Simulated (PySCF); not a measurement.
Shieldings and the share of exact exchange

Molecule: `C=C1C[C@H]1CN`, C5H9N.

Molfile (atoms numbered from 1):
```
C5H9N
     RDKit          3D

 15 15  0  0  0  0  0  0  0  0999 V2000
    2.4441   -0.7973   -0.0610 C   0  0  0  0  0  0  0  0  0  0  0  0
    1.3764   -0.0161   -0.0956 C   0  0  0  0  0  0  0  0  0  0  0  0
    0.7278    1.1855   -0.6222 C   0  0  0  0  0  0  0  0  0  0  0  0
   -0.0010    0.2288    0.3275 C   0  0  1  0  0  0  0  0  0  0  0  0
   -1.1361   -0.6201   -0.1875 C   0  0  0  0  0  0  0  0  0  0  0  0
   -2.3835    0.1136   -0.1282 N   0  0  0  0  0  0  0  0  0  0  0  0
    3.3477   -0.5483   -0.6250 H   0  0  0  0  0  0  0  0  0  0  0  0
    2.4553   -1.7144    0.5351 H   0  0  0  0  0  0  0  0  0  0  0  0
    1.0298    2.1669   -0.2408 H   0  0  0  0  0  0  0  0  0  0  0  0
    0.4234    1.1872   -1.6763 H   0  0  0  0  0  0  0  0  0  0  0  0
   -0.1573    0.6020    1.3476 H   0  0  0  0  0  0  0  0  0  0  0  0
   -1.2267   -1.5148    0.4520 H   0  0  0  0  0  0  0  0  0  0  0  0
   -0.8547   -0.9934   -1.1968 H   0  0  0  0  0  0  0  0  0  0  0  0
   -3.1540   -0.4558   -0.4704 H   0  0  0  0  0  0  0  0  0  0  0  0
   -2.3341    0.9311   -0.7337 H   0  0  0  0  0  0  0  0  0  0  0  0
  1  2  2  0
  2  3  1  0
  3  4  1  0
  4  5  1  0
  5  6  1  0
  4  2  1  0
  1  7  1  0
  1  8  1  0
  3  9  1  0
  3 10  1  0
  4 11  1  1
  5 12  1  0
  5 13  1  0
  6 14  1  0
  6 15  1  0
M  END
```

GIAO shieldings (ppm, equivalent atoms averaged) in PySCF 2.14 on the PBE0-D3(BJ)/def2-SVP geometry, basis pcSseg-1, gas phase, non-relativistic:

| functional | exact exchange (%) | σ(C5) | σ(C4) | σ(C3) |
| --- | --- | --- | --- | --- |
| BLYP | 0 | 121.3 | 151.9 | 163.4 |
| BP86 | 0 | 127.3 | 157.0 | 167.6 |
| PBE | 0 | 127.5 | 157.2 | 167.9 |
| PBE0 | 25 | 135.0 | 164.0 | 173.9 |
| mPW1PW91 | 25 | 134.2 | 163.3 | 173.0 |
| BHandHLYP | 50 | 135.9 | 165.5 | 175.4 |
| HF | 100 | 147.5 | 177.0 | 185.6 |

Problem. Fit each shielding as a line in the percentage of exact exchange.

Solution. σ(C5) = 126.5 + 0.22 x (rms 2.6 ppm); σ(C4) = 156.2 + 0.21 x (rms 2.1 ppm); σ(C3) = 167.0 + 0.19 x (rms 1.8 ppm). The functionals also differ in their semilocal parts, which the line can't hold; Hartree–Fock has no correlation at all.

Problem. What does the line predict for B3LYP (20 %), and what does the run give?

Solution. σ(C5): 130.9 predicted, 127.9 computed; σ(C4): 160.4 predicted, 157.9 computed; σ(C3): 170.8 predicted, 168.7 computed ppm.
